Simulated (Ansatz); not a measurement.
**BNH₃ (quartet): from Hartree-Fock to the top rungs at distance B1–H4 along a hydrogen transfer = 1.285 Å, cc-pVDZ**

An exercise on one series of results from a longer session: the logs are not shown, and one member is left open.

Computed with Ansatz 0.2.0, Gaussian basis. Level: cc-pVDZ, core rule «outside noble gas», up to 2 orbitals frozen.

The runs, in order: UHF; CCSD(T) on ROHF; CCSD(T) on UHF; BCCD(T) on ROHF; CISD; CCSDT(Q) on ROHF; CCSDT(Q) on UHF; CASSCF and MRCISD+Q, 5 electrons in 5 orbitals; CASSCF and NEVPT2, 5 electrons in 5 orbitals.

15 further runs of the same task are left out: 6 for a known fault of the program, 1 for a mislabelled method, 7 that didn't finish, 1 set aside as unsound or not needed.

## What is computed

The geometry derives from fragments relaxed apart (PBE0/def2-TZVP) and kept rigid, so it is no stationary point. A hydrogen atom is moved between rigid fragments.

5 atoms, charge 0, spin multiplicity 4.

Atoms are counted from 1 here; the program's logs count them from 0.

Bond lengths: B1–H2 1.193 Å, B1–H3 1.193 Å, B1–H4 1.285 Å, H4–N5 1.268 Å. Angles: H2–B1–H3 120.0°, H2–B1–H4 120.0°, H3–B1–H4 120.0°, B1–H4–N5 180.0°.

Set-up of the first run:

in.yaml reads:

```yaml
crystal:
  periodic: [false, false, false]
  atoms:
    - {symbol: B, position_ang: [-1.287694, 0.000000, 0.000000]}
    - {symbol: H, position_ang: [-1.884428, 1.033571, 0.000000]}
    - {symbol: H, position_ang: [-1.884428, -1.033571, 0.000000]}
    - {symbol: H, position_ang: [-0.002694, 0.000000, 0.000000]}
    - {symbol: N, position_ang: [1.265306, 0.000000, 0.000000]}
basis:
  gaussian: {orbitals: cc-pVDZ}
magnetization: {spin_polarized: true, initial_magnetization: 3}
hamiltonian: {xc: hf}
output: {orbitals: {seedname: orbitals}}
```

On the command line:

```bash
> ansatz run in.yaml --threads 1 --pin off --events-out ev --progress --plain --max-ram 2393MiB
```

Among the steps run: UHF; CCSD(T) on ROHF; CCSD(T) on UHF; BCCD(T) on ROHF; CISD; CCSDT(Q) on ROHF; CCSDT(Q) on UHF; CASSCF and MRCISD+Q, 5 electrons in 5 orbitals; CASSCF and NEVPT2, 5 electrons in 5 orbitals.

One of the session's tables, all rows but one given; the rest of the session is left out.

It belongs to the step «Misses and costs». 

```
     method  from UCCSDT(Q) (meV)
       ROHF               +6368.4
        UHF               +6111.3
       RMP2               +1249.3
       UMP2               +1244.3
       CISD                +509.2
      RCCSD                     ?
      UCCSD                +130.0
   RCCSD(T)                 +28.3
   UCCSD(T)                 +26.9
    BCCD(T)                 +28.5
     RCCSDT                  +6.6
     UCCSDT                  +4.8
  RCCSDT(Q)                  +1.7
  UCCSDT(Q)                     0
CASSCF pair               +5792.1
NEVPT2 pair               +1217.0
```

Q: Estimate the row for RCCSD from the others.

**Answer.** from UCCSDT(Q) (meV): +134.7. In the column «from UCCSDT(Q) (meV)» it lies between UCCSD (+130.0) and CISD (+509.2).

Not comparable, so not listed: CASSCF and MRCISD+Q, 5 electrons in 5 orbitals (they don't share determinant, frozen orbitals or solution with the rows shown, or repeat one).

Limits of these values: Restricted and unrestricted rows rest on different reference determinants; where their highest levels disagree by more than a few hundredths of an eV, they describe different states and don't form one ladder. Warnings in the runs' records: passed over end.
